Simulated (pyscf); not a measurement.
Single points on ωB97X-D3(BJ)/def2-SVP structures (PySCF, gas phase). MP2 and CC: frozen core, UHF for open shells. ΔMP2 is the change of the MP2 total energy from the triple- to the quadruple-zeta basis.

Question: PBE/def2-TZVP puts the barrier of `[FH]` + `[BH2][B]([F])[F]` → `[F][B]([F])[F]` + `[BH3]` (four-centre exchange; singlet surface; F–H, B–B broken, B–F, B–H formed) at 63.2 kJ/mol and the reaction energy at -145.8 kJ/mol, from the separated reactants. What do M06-2X/def2-TZVP, ωB97M-D3(BJ)/def2-TZVP, CCSD(T)/def2-TZVPP + ΔMP2(QZVPP) give on the same structures?

Answer: M06-2X: ΔE‡ = 92.8 kJ/mol, ΔE = -168.8 kJ/mol; ωB97M-D3(BJ): ΔE‡ = 92.1 kJ/mol, ΔE = -160.7 kJ/mol; CCSD(T): ΔE‡ = 109.4 kJ/mol, ΔE = -152.2 kJ/mol. PBE's barrier lies under all of them, by 28.9 to 46.2 kJ/mol. Its reaction energy lies over all of them, by 6.4 to 23.0 kJ/mol. Low barriers are usual for a GGA, whose delocalisation error favours stretched bonds. At the saddle there is also a short B–H contact that neither side keeps. This is the saddle that the search found; another between the same sides may lie lower. The CCSD(T) − MP2 part came from Ansatz, without density fitting, on the same reference.
